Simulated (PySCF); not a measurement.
Bond length, frequency and bond energy of N2 by level of theory

State: ¹Σg⁺ (singlet), closed shell. Set-up: basis N def2-TZVPPD; no relativity; PySCF 2.14. De refers to N + N in their high-spin ground configurations, without counterpoise correction.

| Level | Re (Å) | ωe (cm⁻¹) | De (eV) | CPU s a point (SCF and correlation, without the integrals) |
| --- | --- | --- | --- | --- |
| RHF | 1.066 | 2735 | 5.07 | 0.32 |
| RHF-MP2 | 1.113 | 2196 | 9.97 | 0.5 |
| RHF-SCS-MP2 | 1.109 | 2245 | 10.07 | n/a |
| RHF-CCSD | 1.096 | 2426 | 9.04 | n/a |
| RHF-CCSD(T) | 1.103 | 2347 | 9.42 | 5.4 |
| LDA | 1.095 | 2405 | 11.58 | 0.6 |
| PBE | 1.103 | 2355 | 10.56 | 0.98 |
| BLYP | 1.103 | 2339 | 10.42 | 0.75 |
| BP86 | 1.103 | 2349 | 10.58 | 0.73 |
| r²SCAN | 1.093 | 2433 | 9.54 | 1.4 |
| TPSSh | 1.095 | 2424 | 9.62 | 1.7 |
| PBE0 | 1.089 | 2485 | 9.77 | 2.6 |
| MN15 | 1.093 | 2478 | 9.85 | 1.7 |
| ωB97X-V | 1.091 | 2493 | 10.01 | 7.6 |

Measured (Huber and Herzberg, Constants of Diatomic Molecules (1979)): Re = 1.097685 Å, ωe = 2358.57 cm⁻¹.

The bond length runs from 1.066 Å (RHF) to 1.113 Å (RHF-MP2). De spans 5.07 eV (RHF, mean field) to 11.58 eV (LDA, local density). Correlation at CCSD(T) changes the Hartree–Fock bond energy by +4.35 eV; the triples alone change it by +0.38 eV.

Correlated steps freeze 2 core orbitals. Where the molecule has an RHF reference, its open-shell atoms are computed with UHF.

The whole job (state search and all levels along the bond) took about 5.3 min on 1 thread of Intel Xeon Platinum 8259CL @ 2.50GHz (shared host), peak memory 1.5 GiB.
